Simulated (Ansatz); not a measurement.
**CCSD(T) against full CI for several species**

Each species is computed at the geometry given (Å), with frozen cores, in Ansatz 0.2.0: RHF-CCSD(T) for singlets, UHF-CCSD(T) otherwise, and full CI in the same basis. The program picks the determinant by trial CCSD, so it needn't be the lowest Hartree–Fock solution. States: NH Σ⁻ or Δ, [H···H···Cl] Σ⁺ or Δ, SO Σ⁻ or Δ. Cases whose determinant has another symmetry than full CI's state, or whose (Q) step broke down, weren't drawn.

Judging by size, spin and bonding and the diagnostics given, rank them by the size of CCSD(T)'s error in total energy against full CI in the same basis, smallest first (an estimate).
A. SO, triplet, 6-31G: O 0.000 0.000 0.000; S 0.000 0.000 1.524. T1 0.016, (T) -116 meV in a correlation energy of -4.98 eV
B. [H···H···Cl], doublet, cc-pVDZ: H 0.000 0.000 -1.280; H 0.000 0.000 -0.119; Cl 0.000 0.000 1.398. T1 0.016, (T) -81 meV in a correlation energy of -4.77 eV
C. NH, triplet, 6-31G*: N 0.000 0.000 0.000; H 0.000 0.000 1.039. T1 0.008, (T) -34 meV in a correlation energy of -3.27 eV

C (8.1 meV), B (20.5 meV), A (50.9 meV).

| species | basis | correlated electrons | CCSD(T) − full CI (meV) | CCSDT(Q) − full CI (meV) | unpaired electrons (full CI) | T1 | ⟨S²⟩ of the determinant |
| --- | --- | --- | --- | --- | --- | --- | --- |
| NH, triplet | 6-31G* | 6 | 8.1 | -1.8 | 2.01 | 0.008 | 2.01 |
| [H···H···Cl], doublet | cc-pVDZ | 9 | 20.5 | 0.8 | 1.04 | 0.016 | 0.80 |
| SO, triplet | 6-31G | 12 | 50.9 | 0.1 | 2.04 | 0.016 | 2.03 |

Unpaired electrons are Σ n²(2−n)² over natural occupations; an open shell counts its own unpaired electrons too. Frozen cores follow each run's orbitals, which moves totals by a few meV.
